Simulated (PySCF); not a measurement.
Breaking a bond: N2, singlet.

Computed with: UHF/cc-pVTZ (PySCF); RHF/cc-pVTZ (PySCF); UKS-TPSSh = unrestricted TPSSh/cc-pVTZ (PySCF); RKS-TPSSh = restricted TPSSh/cc-pVTZ (PySCF); UKS-PBE = unrestricted PBE/cc-pVTZ (PySCF 2.14.0); RKS-PBE = PySCF with restricted PBE/cc-pVTZ; UKS-B3LYP/6-31G* = unrestricted B3LYP/6-31G*, spherical d (PySCF 2.14.0); RKS-B3LYP/6-31G* = restricted B3LYP/6-31G*, spherical d run with PySCF 2.14.0; UKS-B3LYP/3-21G = PySCF with unrestricted B3LYP/3-21G; RKS-B3LYP/3-21G = restricted B3LYP/3-21G (PySCF); UKS-LDA (SVWN5)/6-31G* = unrestricted LDA (SVWN5)/6-31G*, spherical d (PySCF); RKS-LDA (SVWN5)/6-31G* = PySCF with restricted LDA (SVWN5)/6-31G*, spherical d.

Scanned distances (Å): 0.88, 0.93, 0.98, 1.03, 1.07, 1.09, 1.10, 1.16, 1.20, 1.29, 1.34, 1.46, 1.64, 1.79, 1.98, 2.21, 2.40, 2.63, 2.95, 3.21, 3.78, 4.39.

Problem. Where does the unrestricted solution first break spin symmetry (<S²> of 0.01 or more)?

Solution. UHF: between 1.10 and 1.16 Å; UKS-TPSSh: between 1.34 and 1.46 Å; UKS-PBE: between 1.46 and 1.64 Å; UKS-B3LYP/6-31G*: between 1.34 and 1.46 Å; UKS-B3LYP/3-21G: between 1.34 and 1.46 Å; UKS-LDA (SVWN5)/6-31G*: between 1.46 and 1.64 Å.

| R / Å | <S²> UHF | E(RHF) − E(UHF) / kJ/mol | <S²> UKS-TPSSh | E(RKS-TPSSh) − E(UKS-TPSSh) / kJ/mol | <S²> UKS-PBE | E(RKS-PBE) − E(UKS-PBE) / kJ/mol | <S²> UKS-B3LYP/6-31G* | E(RKS-B3LYP/6-31G*) − E(UKS-B3LYP/6-31G*) / kJ/mol | <S²> UKS-B3LYP/3-21G | E(RKS-B3LYP/3-21G) − E(UKS-B3LYP/3-21G) / kJ/mol | <S²> UKS-LDA (SVWN5)/6-31G* | E(RKS-LDA (SVWN5)/6-31G*) − E(UKS-LDA (SVWN5)/6-31G*) / kJ/mol |
|---|---|---|---|---|---|---|---|---|---|---|---|---|
| 0.88 | 0.00 | 0.0 | 0.00 | 0.0 | 0.00 | 0.0 | 0.00 | 0.0 | 0.00 | 0.0 | 0.00 | 0.0 |
| 0.93 | 0.00 | 0.0 | 0.00 | 0.0 | 0.00 | 0.0 | 0.00 | 0.0 | 0.00 | 0.0 | 0.00 | 0.0 |
| 0.98 | 0.00 | 0.0 | 0.00 | 0.0 | 0.00 | 0.0 | 0.00 | 0.0 | 0.00 | 0.0 | 0.00 | 0.0 |
| 1.03 | 0.00 | 0.0 | 0.00 | 0.0 | 0.00 | 0.0 | 0.00 | 0.0 | 0.00 | 0.0 | 0.00 | 0.0 |
| 1.07 | 0.00 | 0.0 | 0.00 | 0.0 | 0.00 | 0.0 | 0.00 | 0.0 | 0.00 | 0.0 | 0.00 | 0.0 |
| 1.09 | 0.00 | 0.0 | 0.00 | 0.0 | 0.00 | 0.0 | 0.00 | 0.0 | 0.00 | 0.0 | 0.00 | 0.0 |
| 1.10 | 0.00 | 0.0 | 0.00 | 0.0 | 0.00 | 0.0 | 0.00 | 0.0 | 0.00 | 0.0 | 0.00 | 0.0 |
| 1.16 | 0.15 | 1.4 | 0.00 | 0.0 | 0.00 | 0.0 | 0.00 | 0.0 | 0.00 | 0.0 | 0.00 | 0.0 |
| 1.20 | 0.46 | 15.1 | 0.00 | 0.0 | 0.00 | 0.0 | 0.00 | 0.0 | 0.00 | 0.0 | 0.00 | 0.0 |
| 1.29 | 0.99 | 84.8 | 0.00 | 0.0 | 0.00 | 0.0 | 0.00 | 0.0 | 0.00 | 0.0 | 0.00 | 0.0 |
| 1.34 | 1.21 | 139.1 | 0.00 | 0.0 | 0.00 | 0.0 | 0.00 | 0.0 | 0.00 | 0.0 | 0.00 | 0.0 |
| 1.46 | 1.58 | 293.3 | 0.37 | 4.7 | 0.00 | 0.0 | 0.35 | 4.8 | 0.32 | 3.9 | 0.00 | 0.0 |
| 1.64 | 2.04 | 556.3 | 1.26 | 76.0 | 0.72 | 14.8 | 1.24 | 77.5 | 1.25 | 78.7 | 0.46 | 5.0 |
| 1.79 | 2.44 | 800.0 | 1.67 | 161.3 | 1.35 | 65.5 | 1.69 | 167.4 | 1.71 | 173.8 | 1.26 | 48.5 |
| 1.98 | 2.74 | 1102.3 | 2.13 | 276.4 | 1.86 | 146.4 | 2.15 | 291.2 | 2.17 | 303.5 | 1.87 | 130.9 |
| 2.21 | 2.89 | — | 2.57 | 414.0 | 2.35 | 246.6 | 2.57 | 437.3 | 2.57 | 453.7 | 2.35 | 235.4 |
| 2.40 | 2.95 | — | 2.76 | 512.8 | 2.62 | 322.3 | 2.76 | 541.5 | 2.76 | 561.3 | 2.61 | 312.6 |
| 2.63 | 2.98 | — | 2.89 | 608.9 | 2.81 | 398.5 | 2.89 | 643.2 | 2.89 | 667.4 | 2.80 | 389.5 |
| 2.95 | 3.00 | — | 2.96 | 704.5 | 2.93 | 475.5 | 2.96 | 746.3 | 2.96 | 775.9 | 2.92 | 468.0 |
| 3.21 | 3.01 | — | 2.99 | 757.2 | 2.97 | 518.0 | 2.99 | 805.4 | 2.99 | 837.9 | 2.97 | 512.2 |
| 3.78 | 3.01 | — | 3.00 | 823.8 | 3.00 | 570.8 | 3.00 | 884.3 | 3.00 | 918.0 | 3.00 | 567.8 |
| 4.39 | 3.01 | — | 3.01 | 856.3 | 3.00 | 594.8 | 3.00 | 925.2 | 3.00 | 953.4 | 3.00 | 591.7 |

A dash means that the run gave no value there, or that the column was ended at a point which the program doubted or which failed a test of continuity chosen for this set; such a test can also cut sound points.
